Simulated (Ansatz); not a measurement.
**ClF (chlorine monofluoride) at revPBE/cc-pVTZ**

Aim: the vertical singlet–triplet gap of ClF (chlorine monofluoride) at revPBE/cc-pVTZ, from 2 runs. 

Program for the calculation: Ansatz 0.2.0.

33 further runs of the same task are left out: 33 set aside as unsound or not needed.

## Step 1: The structure to begin with

The species is ClF (2 atoms), meant as a singlet with charge 0. As SMILES, `FCl`. The coordinates come from a PBE0-D4/def2-TZVP relaxation.

Bond lengths: F1–Cl2 1.620 Å.

## Step 2: A single-point energy at revPBE/cc-pVTZ

The input, in.yaml:

```yaml
crystal:
  periodic: [false, false, false]
  atoms:
    - {symbol: F, position_ang: [-0.000000, -0.000000, 0.031290]}
    - {symbol: Cl, position_ang: [0.000000, 0.000000, 1.650960]}
basis:
  gaussian: {orbitals: cc-pVTZ}
hamiltonian: {xc: {name: revPBE}}
accuracy: high
output: {orbitals: {seedname: orbitals}}
```

Started as:

```
ansatz run in.yaml --threads 1 --pin off --max-ram 3480MiB --events-out events.jsonl --progress --plain --runs-dir runs
```

Output:

```text
Warning: RAYON_NUM_THREADS=1 ignored (pool sized by the plan → 1); use --threads N
Functional definition: revPBE
  name "revPBE"
  parameter kappa = 1.245
  parameter beta = 0.06672455060314922
  exchange = pbe_x(kappa = kappa, mu = beta*pi^2/3)
  correlation = pbe_c(beta = beta)
881 factors; integrals over basis functions are off by at most 4.0e-9 eV
mean field evaluation 1: about -15234.9685 eV, gradient 2.4e1 eV
mean field evaluation 2: about -15231.5543 eV, gradient 5.2e1 eV
mean field evaluation 4: about -15235.6991 eV, gradient 1.4e0 eV
mean field evaluation 8: about -15235.6995 eV, gradient 2.3e-2 eV
mean field evaluation 16: about -15235.6995 eV, gradient 2.9e-7 eV
mean field -15235.69951302 eV, -559.9016299753 hartree, gradient 8.7e-9 eV, S^2 0.000000; 0 other end points of the search recorded, 0 dependent functions left out
reference -15235.69951503 eV, -559.9016300492 hartree; 13, 13 occupied and 51, 51 virtual orbitals, 881 factors
Total energy: -15235.69951503 eV, -559.9016300492 hartree
```

Wall time 1.6 s (1 thread of Arm Neoverse V2, shared host); peak memory 0.11 GiB.

## Step 3: The triplet, same level

The input, run.yaml:

```yaml
crystal:
  periodic: [false, false, false]
  atoms:
    - {symbol: F, position_ang: [-0.000000, -0.000000, 0.031290]}
    - {symbol: Cl, position_ang: [0.000000, 0.000000, 1.650960]}
basis:
  gaussian:
    orbitals: cc-pVTZ
magnetization:
  spin_polarized: true
  initial_magnetization: 2
hamiltonian:
  xc: {name: revPBE}
accuracy: high
output: {orbitals: {seedname: orbitals}}
```

Started as:

```
ansatz run run.yaml --threads 1 --pin off --max-ram 3480MiB --events-out events.jsonl --progress --plain --runs-dir runs
```

Output (excerpt; [...] marks lines left out):

```text
Warning: RAYON_NUM_THREADS=1 ignored (pool sized by the plan → 1); use --threads N
[... 6 set-up lines as earlier in the session ...]
881 factors; integrals over basis functions are off by at most 4.0e-9 eV
mean field evaluation 1: about -15231.4522 eV, gradient 2.0e1 eV
mean field evaluation 2: about -15218.8654 eV, gradient 6.2e1 eV
mean field evaluation 4: about -15232.5108 eV, gradient 5.1e0 eV
mean field evaluation 8: about -15232.6187 eV, gradient 3.8e-2 eV
mean field evaluation 16: about -15232.6187 eV, gradient 9.8e-6 eV
mean field evaluation 32: about -15232.6187 eV, gradient 6.5e-7 eV
mean field -15232.61873111 eV, -559.7884133286 hartree, gradient 2.3e-8 eV, S^2 2.003144; 1 other end points of the search recorded, 0 dependent functions left out
reference -15232.61873318 eV, -559.7884134047 hartree; 14, 12 occupied and 50, 52 virtual orbitals, 881 factors
Total energy: -15232.61873318 eV, -559.7884134047 hartree
```

Run time: 3.9 s. Hardware: 1 thread of Arm Neoverse V2, shared host; peak memory 0.13 GiB.

## Step 4: What came out

Level: revPBE/cc-pVTZ.

```
                                        quantity          value
                           singlet: total energy  -559.90163 Eh
                            singlet: HOMO energy       -7.60 eV
                            singlet: LUMO energy       -4.01 eV
                          singlet: HOMO–LUMO gap        3.59 eV
                           triplet: total energy  -559.78841 Eh
     triplet: HOMO energy (highest over α and β)       -4.46 eV
                                   triplet: ⟨S²⟩          2.003
vertical energy of the triplet above the singlet       3.081 eV
```

What this shows: At this shape the triplet lies 3.08 eV (297 kJ/mol) above the singlet.
